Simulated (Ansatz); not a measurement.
## Ansatz (development build ahead of 0.2.0) run

```yaml
crystal:
  periodic: [false, false, false]
  atoms:
    - { symbol: P, position_ang: [-0.76912, 0.00413, 0.04592] }
    - { symbol: S, position_ang: [1.37661, -5.57089, 0.46682] }
basis:
  gaussian: { orbitals: STO-3G }
total_charge: -1
hamiltonian:
  xc: hf
correlation:
  method: fci
  frozen_orbitals: { P: 5, S: 5 }
```

The input is written out in the form of the current development build from the run's settings.

The run gave:

* Converged: yes
* Reference energy: -729.50241 hartree
* Correlation energy: -0.16250 hartree
* Total energy: -729.66491 hartree
* State: lowest singlet root, of any spatial symmetry

Messages of the program:
```
the method's energy lies above the unrestricted determinant, so it is not the lowest state's
```

Caution: no diffuse functions for an anion.
